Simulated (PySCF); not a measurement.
C₄H₁₀, SMILES CC(C)C. Heavy atoms are numbered as in [CH3:1][CH:2]([CH3:3])[CH3:4]. Hydrogens are named by the atom that carries them.

The structure is a stationary point at r2SCAN-D4/def2-SVP.

Computed with PySCF with ωB97X/def2-TZVP.

ESP charges are fitted to the potential on shells at 1.4 to 2.0 van der Waals radii. Atomic charges (e), one atom of each kind:

```
atom      ESP fit  meta-Löwdin  Mulliken  Löwdin
--------  -------  -----------  --------  ------
C1 (CH3)      [?]        -0.32     -0.35   -0.29
C2 (CH)       [?]        -0.03     -0.02   -0.35
H on C1       [?]         0.10      0.11    0.12
H on C2       [?]         0.09      0.07    0.15
```

Q: Fill in the missing entries. (An estimate is asked for; the answer gives what the named calculation found.)

A: 
- C1 (CH3), ESP fit: -0.71
- C2 (CH), ESP fit: 0.73
- H on C1, ESP fit: 0.16
- H on C2, ESP fit: -0.06

Computed Mayer and Wiberg (Löwdin basis) orders of the bonds:
| bond | Mayer | Wiberg |
|---|---|---|
| C1–C2 | 0.97 | 1.23 |
| C2–C3 | 0.97 | 1.23 |
| C2–C4 | 0.97 | 1.23 |
